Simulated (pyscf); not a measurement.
Structures and frequencies: ωB97X-D3(BJ)/def2-SVP in PySCF.

SMILES: C[Si](C)(C)C
```xyz
17

C     -0.0824    -1.9666    -0.9707
Si    -0.3603    -0.1022    -1.0015
C     -1.3108     0.3674    -2.5603
C     -1.3528     0.4108     0.5170
C      1.3058     0.7799    -0.9920
H     -1.0404    -2.5122    -0.9772
H      0.4717    -2.2702    -0.0671
H      0.4985    -2.2961    -1.8480
H     -2.2938    -0.1309    -2.5919
H     -1.4836     1.4554    -2.6070
H     -0.7563     0.0756    -3.4674
H     -1.5350     1.4982     0.5237
H     -2.3326    -0.0944     0.5401
H     -0.8194     0.1532     1.4468
H      1.8852     0.5252    -0.0892
H      1.1766     1.8747    -1.0113
H      1.9096     0.4969    -1.8700
```

Problem. How much does it cost (ΔH, 298 K, ωB97M-D3(BJ)/def2-TZVP) to split H₃C–Si(CH₃)(CH₃)–CH₃ (SMILES C[Si](C)(C)C) at its C–Si bond into CH₃• + H₃C–Si•(CH₃)–CH₃?

Solution. C–Si to CH₃• + H₃C–Si•(CH₃)–CH₃: 94.0 kcal/mol. The 7 functionals that were run give +84.6 (r²SCAN) to +94.0 kcal/mol (ωB97X-D3(BJ)/def2-TZVP). Other isomers of H₃C–Si•(CH₃)–CH₃ were not searched in full and may lie lower.
